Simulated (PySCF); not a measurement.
Species: FH.
Cartesian coordinates in Å at the CAM-B3LYP/6-31+G* level; atoms count from 1:
```
atom  x, y, z in Å
F1     0.4704   -0.0039   -0.0015
H2    -0.4671    0.0052   -0.0125
```

Level of theory: PySCF 2.14.0, CAM-B3LYP/6-31+G* geometry optimisation, gas phase.

Take the most abundant isotopes and a rigid rotor. 

Task: What are the moment of inertia and the rotational constant?

Result: I = 0.841 u·Å², B = 505379 MHz·u·Å²/I = 600712 MHz (20.0376 cm⁻¹, or 28.830 K as hB/k). For two atoms I = μr² with μ = 0.9571 u and r = 0.9376 Å.

Task: List the first levels of a rigid rotor in a Σ state.

Result: E(J) = BJ(J+1): J = 1: 40.075, J = 2: 120.226, J = 3: 240.451, J = 4: 400.752, J = 5: 601.128, J = 6: 841.579 cm⁻¹.

Task: Where do the first rotational lines fall?

Result: The dipole is 2.06 D; J+1 ← J lies at 2B(J+1): 1 ← 0 at 1201.42 GHz, 2 ← 1 at 2402.85 GHz, 3 ← 2 at 3604.27 GHz, 4 ← 3 at 4805.70 GHz, 5 ← 4 at 6007.12 GHz, 6 ← 5 at 7208.55 GHz.

Task: Estimate the classical rotational partition function at 298.15 K and 500 K.

Result: Point group C∞v, symmetry number σ = 1; q = kT/(σhB), k/h = 20836.6 MHz/K: 10.3 at 298.15 K, 17.3 at 500 K.

Whether it is a minimum is left open (no frequencies). No vibrational averaging or centrifugal distortion is included, and the geometry carries the error of its method.

The run took 0.8 s wall on one thread, Arm Neoverse V1 (aarch64), shared host, and the process peaked at 0.22 GiB of memory. This is the geometry optimisation.
